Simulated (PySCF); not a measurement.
Which determinant of F₂ lies lowest?

Unrestricted PBE0; PySCF, no relativity, basis sets F def2-SVPD. Outer shells of the fragments: F 2s2 2p5; F 2s2 2p5.

Followed along the bond (rough minima from three points):

```
2Ms+1  unpaired  ⟨S²⟩ at the start  R at minimum (Å)  Te (eV)
    1      none               0.00              1.38     0.00
    3  σ ↑, π ↑               2.01  none in the scan   ≤ 2.69
```

Solutions found at the starting distance of 1.230 Å, counted from the lowest of them; the search is not exhaustive and high or unbound solutions are not listed, so other states can lie among these:

```csv
2Ms+1,unpaired,term,E (eV),⟨S²⟩,⟨Lz²⟩
1,none,¹Σ⁺,0.00,0.00,0.00
3,"σ ↑, π ↑",³Π,6.20,2.01,1.00
```

A term symbol is given only where ⟨S²⟩ and ⟨Lz²⟩ are close to those of a pure state; the other rows mix spins, or terms through real π, δ and φ orbitals, and g/u labels are left off.

Counting both spins, an empty level lies below a filled one in some of these solutions, because spin and occupation are held.
